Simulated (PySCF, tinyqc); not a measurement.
MP2 on RHF in the sto-3g basis, frozen core, for LiH, spin multiplicity 1, step by step. The lowest restricted solution is unstable here: a spin-polarised one lies 0.0001 hartree lower (PySCF). Computed by tinyqc, a small Python program that keeps every step (integrals from PySCF). Settings: charge = 0, multiplicity = 1, basis = sto-3g, method = RHF, frozen orbitals = 1, energy threshold = 1e-10, iteration cap = 65, orthogonalisation = symmetric, start = atomic densities, DIIS depth = 6. Command: `OMP_NUM_THREADS=1 python tinyqc.py 23033 23034 out.jsonl` (the two numbers bound the seeds that draw the settings). One thread of a shared host (Intel(R) Xeon(R) Processor @ 2.60GHz), about 0.1 s of CPU time with the checks. The early iterations of the SCF are left out here.

## One-electron integrals

Geometry (angstrom):
```
atom         x         y         z
Li    0.000000  0.000000  0.000000
H     0.000000  0.000000  2.059000
```

Basis sto-3g: exponents (1/bohr^2) and contraction coefficients of normalised primitives:
```
element  l (shell)   exponent  coefficient
Li           s (1)  16.119575     0.154329
Li           s (1)   2.936201     0.535328
Li           s (1)   0.794651     0.444635
Li           s (2)   0.636290    -0.099967
Li           s (2)   0.147860     0.399513
Li           s (2)   0.048089     0.700115
Li           p (3)   0.636290     0.155916
Li           p (3)   0.147860     0.607684
Li           p (3)   0.048089     0.391957
H            s (1)   3.425251     0.154329
H            s (1)   0.623914     0.535328
H            s (1)   0.168855     0.444635
```

Overlap, kinetic and nuclear-attraction integrals over the contracted functions; the nuclear repulsion is the sum of Za Zb / Rab.

nuclear repulsion = 0.77102071 hartree

overlap S:
```
           1Li 1s    1Li 2s   1Li 2px   1Li 2py   1Li 2pz     2H 1s
1Li 1s   1.000000  0.241137  0.000000  0.000000  0.000000  0.024167
1Li 2s   0.241137  1.000000  0.000000  0.000000  0.000000  0.285414
1Li 2px  0.000000  0.000000  1.000000  0.000000  0.000000  0.000000
1Li 2py  0.000000  0.000000  0.000000  1.000000  0.000000  0.000000
1Li 2pz  0.000000  0.000000  0.000000  0.000000  1.000000  0.406775
2H 1s    0.024167  0.285414  0.000000  0.000000  0.406775  1.000000
```

kinetic energy T (hartree):
```
            1Li 1s     1Li 2s   1Li 2px   1Li 2py   1Li 2pz      2H 1s
1Li 1s    3.576786  -0.020237  0.000000  0.000000  0.000000  -0.008467
1Li 2s   -0.020237   0.102163  0.000000  0.000000  0.000000   0.016988
1Li 2px   0.000000   0.000000  0.319682  0.000000  0.000000   0.000000
1Li 2py   0.000000   0.000000  0.000000  0.319682  0.000000   0.000000
1Li 2pz   0.000000   0.000000  0.000000  0.000000  0.319682   0.065883
2H 1s    -0.008467   0.016988  0.000000  0.000000  0.065883   0.760032
```

nuclear attraction V (hartree):
```
            1Li 1s     1Li 2s    1Li 2px    1Li 2py    1Li 2pz      2H 1s
1Li 1s   -8.239888  -1.026317   0.000000   0.000000  -0.009726  -0.099490
1Li 2s   -1.026317  -1.451035   0.000000   0.000000  -0.095613  -0.464301
1Li 2px   0.000000   0.000000  -1.416832   0.000000   0.000000   0.000000
1Li 2py   0.000000   0.000000   0.000000  -1.416832   0.000000   0.000000
1Li 2pz  -0.009726  -0.095613   0.000000   0.000000  -1.490657  -0.669075
2H 1s    -0.099490  -0.464301   0.000000   0.000000  -0.669075  -1.997423
```

core Hamiltonian H = T + V (hartree):
```
            1Li 1s     1Li 2s    1Li 2px    1Li 2py    1Li 2pz      2H 1s
1Li 1s   -4.663102  -1.046554   0.000000   0.000000  -0.009726  -0.107957
1Li 2s   -1.046554  -1.348872   0.000000   0.000000  -0.095613  -0.447313
1Li 2px   0.000000   0.000000  -1.097151   0.000000   0.000000   0.000000
1Li 2py   0.000000   0.000000   0.000000  -1.097151   0.000000   0.000000
1Li 2pz  -0.009726  -0.095613   0.000000   0.000000  -1.170975  -0.603192
2H 1s    -0.107957  -0.447313   0.000000   0.000000  -0.603192  -1.237391
```

## Two-electron integrals

Functions are numbered as in S; the eight-fold symmetry (ij|kl) = (ji|kl) = (kl|ij) leaves the list below.

Two-electron integrals (ij|kl) in chemists' order, unique and non-zero (hartree):
```
(11|11) 1.680395   (21|11) 0.265420   (21|21) 0.049941   (22|11) 0.397727
(22|21) 0.092860   (22|22) 0.290562   (31|31) 0.008981   (32|31) 0.013788
(32|32) 0.064184   (33|11) 0.396640   (33|21) 0.092880   (33|22) 0.290497
(33|33) 0.312946   (41|41) 0.008981   (42|41) 0.013788   (42|42) 0.064184
(43|43) 0.016869   (44|11) 0.396640   (44|21) 0.092880   (44|22) 0.290497
(44|33) 0.279207   (44|44) 0.312946   (51|51) 0.008981   (52|51) 0.013788
(52|52) 0.064184   (53|53) 0.016869   (54|54) 0.016869   (55|11) 0.396640
(55|21) 0.092880   (55|22) 0.290497   (55|33) 0.279207   (55|44) 0.279207
(55|55) 0.312946   (61|11) 0.025441   (61|21) 0.004832   (61|22) 0.009227
(61|33) 0.009117   (61|44) 0.009117   (61|51) 0.000614   (61|52) 0.001198
(61|55) 0.009451   (61|61) 0.000517   (62|11) 0.090416   (62|21) 0.021512
(62|22) 0.075364   (62|33) 0.071049   (62|44) 0.071049   (62|51) 0.003359
(62|52) 0.023584   (62|55) 0.083926   (62|61) 0.002524   (62|62) 0.037305
(63|31) 0.001363   (63|32) 0.007173   (63|53) 0.003249   (63|63) 0.002095
(64|41) 0.001363   (64|42) 0.007173   (64|54) 0.003249   (64|64) 0.002095
(65|11) 0.121716   (65|21) 0.029161   (65|22) 0.105148   (65|33) 0.097908
(65|44) 0.097908   (65|51) 0.005166   (65|52) 0.036363   (65|55) 0.119531
(65|61) 0.003505   (65|62) 0.056032   (65|65) 0.084776   (66|11) 0.256889
(66|21) 0.061897   (66|22) 0.239541   (66|33) 0.219055   (66|44) 0.219055
(66|51) 0.009621   (66|52) 0.087931   (66|55) 0.280410   (66|61) 0.007373
(66|62) 0.154503   (66|65) 0.238885   (66|66) 0.774606
```

## Orthogonalisation

S = U s U^T; symmetric (Loewdin) form X = U s^(-1/2) U^T, so that X^T S X = 1.

eigenvalues of S: 0.487638  0.803919  1.000000  1.000000  1.181873  1.526570

X:
```
            1Li 1s     1Li 2s   1Li 2px   1Li 2py    1Li 2pz      2H 1s
1Li 1s    1.023449  -0.130031  0.000000  0.000000  -0.006726   0.018163
1Li 2s   -0.130031   1.062423  0.000000  0.000000   0.054977  -0.174372
1Li 2px   0.000000   0.000000  1.000000  0.000000   0.000000   0.000000
1Li 2py   0.000000   0.000000  0.000000  1.000000   0.000000   0.000000
1Li 2pz  -0.006726   0.054977  0.000000  0.000000   1.076245  -0.242834
2H 1s     0.018163  -0.174372  0.000000  0.000000  -0.242834   1.114420
```

## Iteration 8 (converged): orbitals

converged F (hartree):
```
            1Li 1s     1Li 2s   1Li 2px   1Li 2py    1Li 2pz      2H 1s
1Li 1s   -2.360711  -0.642066  0.000000  0.000000   0.014305  -0.066712
1Li 2s   -0.642066  -0.211606  0.000000  0.000000  -0.070024  -0.207957
1Li 2px   0.000000   0.000000  0.161553  0.000000   0.000000   0.000000
1Li 2py   0.000000   0.000000  0.000000  0.161553   0.000000   0.000000
1Li 2pz   0.014305  -0.070024  0.000000  0.000000   0.047072  -0.201119
2H 1s    -0.066712  -0.207957  0.000000  0.000000  -0.201119  -0.087825
```

Diagonalise F' = X^T F X, C = X C', fill 2 alpha and 2 beta electrons from the bottom; D = 2 C_occ C_occ^T. Each column has its largest component positive (the first on a tie).

F' = X^T F X (hartree):
```
           1          2         3         4          5          6
1  -2.307200  -0.360621  0.000000  0.000000   0.012259   0.016945
2  -0.360621  -0.034395  0.000000  0.000000   0.005423  -0.210030
3   0.000000   0.000000  0.161553  0.000000   0.000000   0.000000
4   0.000000   0.000000  0.000000  0.161553   0.000000   0.000000
5   0.012259   0.005423  0.000000  0.000000   0.151039  -0.247065
6   0.016945  -0.210030  0.000000  0.000000  -0.247065   0.071476
```

orbital energies (hartree): MO1 -2.363197, MO2 -0.244990, MO3 0.072390, MO4 0.161553, MO5 0.161553, MO6 0.416717

coefficients C:
```
               MO1        MO2        MO3       MO4        MO5        MO6
1Li 1s    0.991453  -0.150303  -0.214628  0.000000   0.000000   0.114437
1Li 2s    0.033374   0.492349   0.798648  0.000000   0.000000  -0.545635
1Li 2px   0.000000   0.000000   0.000000  0.908598  -0.417672   0.000000
1Li 2py   0.000000   0.000000   0.000000  0.417672   0.908598   0.000000
1Li 2pz  -0.004556   0.329277  -0.595839  0.000000   0.000000  -0.869984
2H 1s    -0.001137   0.586849  -0.190443  0.000000   0.000000   0.975179
```

D after iteration 8:
```
            1Li 1s     1Li 2s   1Li 2px   1Li 2py    1Li 2pz      2H 1s
1Li 1s    2.011139  -0.081826  0.000000  0.000000  -0.108017  -0.178666
1Li 2s   -0.081826   0.487043  0.000000  0.000000   0.323934   0.577793
1Li 2px   0.000000   0.000000  0.000000  0.000000   0.000000   0.000000
1Li 2py   0.000000   0.000000  0.000000  0.000000   0.000000   0.000000
1Li 2pz  -0.108017   0.323934  0.000000  0.000000   0.216888   0.386482
2H 1s    -0.178666   0.577793  0.000000  0.000000   0.386482   0.688786
```

Within a degenerate level the vectors are fixed only up to a rotation; this is one choice.

## Convergence

Stop when the energy changes by less than 1e-10 hartree and every element of the error matrix X^T (F D S - S D F) X is below 3e-06.

Course of the cycle:
```
iteration  E (hartree)     change  largest element of the error matrix
1          -7.63587360          -                             1.07e-01
2          -7.81361922  -1.78e-01                             7.87e-02
3          -7.82259780  -8.98e-03                             2.91e-02
4          -7.82423015  -1.63e-03                             5.46e-03
5          -7.82442496  -1.95e-04                             7.12e-04
6          -7.82442800  -3.03e-06                             4.82e-05
7          -7.82442801  -1.32e-08                             8.45e-07
8          -7.82442801  -5.01e-12                             4.52e-08
```

PySCF RHF in the same basis = -7.82442801 hartree

Converged in 8 iterations.

## Integrals over molecular orbitals

(pq|rs) = sum C_ip C_jq C_kr C_ls (ij|kl), one index at a time.

one-electron integrals over orbitals h = C^T H C (hartree):
```
           1          2          3          4          5          6
1  -4.654126   0.096169   0.162349   0.000000   0.000000  -0.051800
2   0.096169  -1.333135   0.017692   0.000000   0.000000   0.032887
3   0.162349   0.017692  -1.098125   0.000000   0.000000   0.021755
4   0.000000   0.000000   0.000000  -1.097151   0.000000   0.000000
5   0.000000   0.000000   0.000000   0.000000  -1.097151   0.000000
6  -0.051800   0.032887   0.021755   0.000000   0.000000  -1.008386
```

Two-electron integrals over orbitals (pq|rs), unique and non-zero (hartree); the lowest 1 orbital is frozen and left out:
```
(22|22) 0.456419    (32|22) -0.057645   (32|32) 0.019756    (33|22) 0.214019
(33|32) 0.013504    (33|33) 0.330405    (42|42) 0.021432    (43|42) 0.020089
(43|43) 0.041358    (44|22) 0.248633    (44|32) 0.012173    (44|33) 0.280143
(44|44) 0.312946    (52|52) 0.021432    (53|52) 0.020089    (53|53) 0.041358
(54|54) 0.016869    (55|22) 0.248633    (55|32) 0.012173    (55|33) 0.280143
(55|44) 0.279207    (55|55) 0.312946    (62|22) 0.109905    (62|32) -0.042514
(62|33) -0.018569   (62|44) -0.034544   (62|55) -0.034544   (62|62) 0.129749
(63|22) -0.056444   (63|32) 0.015893    (63|33) 0.036487    (63|44) 0.007027
(63|55) 0.007027    (63|62) -0.037965   (63|63) 0.030011    (64|42) -0.018700
(64|43) -0.012293   (64|64) 0.019422    (65|52) -0.018700   (65|53) -0.012293
(65|65) 0.019422    (66|22) 0.428499    (66|32) -0.048453   (66|33) 0.238800
(66|44) 0.260019    (66|55) 0.260019    (66|62) 0.103678    (66|63) -0.046190
(66|66) 0.425419
```

## Second-order Moller-Plesset energy

Hartree-Fock energy = -7.82442801 hartree

E2 = sum_ijab (ia|jb) [2 (ia|jb) - (ib|ja)] / (e_i + e_j - e_a - e_b) over occupied i, j and virtual a, b; the opposite-spin part is (ia|jb)^2 / denominator, the rest is same-spin, and SCS-MP2 scales them by 6/5 and 1/3.

Terms:
```
i  j  a  b    (ia|jb)    (ib|ja)  denominator       term
2  2  6  6   0.129749   0.129749    -1.323416  -0.012721
2  2  6  3  -0.042514  -0.042514    -0.979088  -0.001846
2  2  3  6  -0.042514  -0.042514    -0.979088  -0.001846
2  2  3  3   0.019756   0.019756    -0.634760  -0.000615
2  2  5  5   0.021432   0.021432    -0.813087  -0.000565
2  2  4  4   0.021432   0.021432    -0.813087  -0.000565
```

Pair energies (hartree; pair i-j sums ij and ji):
```
pair  opposite spin  same spin
2-2       -0.018157          0
```

MP2 correlation energy = -0.01815745 hartree

SCS-MP2 correlation energy = -0.02178894 hartree

MP2 total energy = -7.84258546 hartree
